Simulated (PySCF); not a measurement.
# From one method to the next for NaAl⁺

What do other methods print for NaAl⁺?

Method: method and basis as typed in the scripts; program: PySCF 2.14.0.

3 further runs of the same task are left out: 3 that didn't finish.

## Step 1: The starting structure

NaAl⁺: 2 atoms, charge 1, spin multiplicity 2.

Bond lengths: Na1–Al2 2.870 Å.

## Step 2: The run that the others are compared with

input.py

```python
from pyscf import gto, dft

mol = gto.M(
    atom='Na 0 0 0; Al 0 0 2.87',
    basis='crenbl',
    ecp={'Na': 'crenbl', 'Al': 'crenbl'},
    charge=1,
    spin=1,
    verbose=3,
)
mf = dft.UKS(mol, xc='pbesol')
mf.kernel()
g = mf.nuc_grad_method()
g.grid_response = True
g.kernel()
mf.dip_moment()
print('orbital energies (hartree):', [e[max(0, n-3):n+3].round(4) for e, n in zip(mf.mo_energy, mol.nelec)])
```

The run is started by

```bash
$ OMP_NUM_THREADS=1 python input.py
```

## Step 3: SCF alone

Run 1 changes step after the SCF: gradient → none.

Edit input.py of step 2 so:

```diff
@@ -12,5 +12,2 @@
 mf.kernel()
-g = mf.nuc_grad_method()
-g.grid_response = True
-g.kernel()
 mf.dip_moment()
```

## Step 4: Pbe

Run 2 changes functional: pbesol → pbe.

Edit input.py of step 2 so:

```diff
@@ -10,3 +10,3 @@
 )
-mf = dft.UKS(mol, xc='pbesol')
+mf = dft.UKS(mol, xc='pbe')
 mf.kernel()
```

## Step 5: CCSD(T) (UHF)

Run 3 changes step after the SCF: gradient → ccsd(t); SCF type: UKS → UHF; functional: pbesol → none (Hartree–Fock).

Edit input.py of step 2 so:

```diff
@@ -1,2 +1,2 @@
-from pyscf import gto, dft
+from pyscf import gto, scf, cc
 
@@ -10,7 +10,7 @@
 )
-mf = dft.UKS(mol, xc='pbesol')
+mf = scf.UHF(mol)
 mf.kernel()
-g = mf.nuc_grad_method()
-g.grid_response = True
-g.kernel()
+mycc = cc.CCSD(mf)
+mycc.kernel()
+mycc.ccsd_t()
 mf.dip_moment()
```

## Step 6: R2scan

Run 4 changes functional: pbesol → r2scan.

Edit input.py of step 2 so:

```diff
@@ -10,3 +10,3 @@
 )
-mf = dft.UKS(mol, xc='pbesol')
+mf = dft.UKS(mol, xc='r2scan')
 mf.kernel()
```

## Step 7: Camb3lyp

Run 5 changes functional: pbesol → camb3lyp.

Edit input.py of step 2 so:

```diff
@@ -10,3 +10,3 @@
 )
-mf = dft.UKS(mol, xc='pbesol')
+mf = dft.UKS(mol, xc='camb3lyp')
 mf.kernel()
```

## Step 8: Wb97x

Run 6 changes functional: pbesol → wb97x.

Edit input.py of step 2 so:

```diff
@@ -10,3 +10,3 @@
 )
-mf = dft.UKS(mol, xc='pbesol')
+mf = dft.UKS(mol, xc='wb97x')
 mf.kernel()
```

Q: Predict the outcome of this session. Wanted: for each run, E(SCF); from base; after the SCF.

The runs gave:

```tsv
run	E(SCF) (hartree)	from base (eV)	after the SCF
base	-49.411563	0	n/a
SCF alone	-49.411563	0.0000	n/a
pbe	-49.548449	not comparable	n/a
CCSD(T) (UHF)	-49.172666	not comparable	CCSD(T) correlation -4.204 eV
r2scan	-49.542235	not comparable	n/a
camb3lyp	-49.547002	not comparable	n/a
wb97x	-49.570785	not comparable	n/a
```

In words: A lower total energy from another functional means nothing by itself.
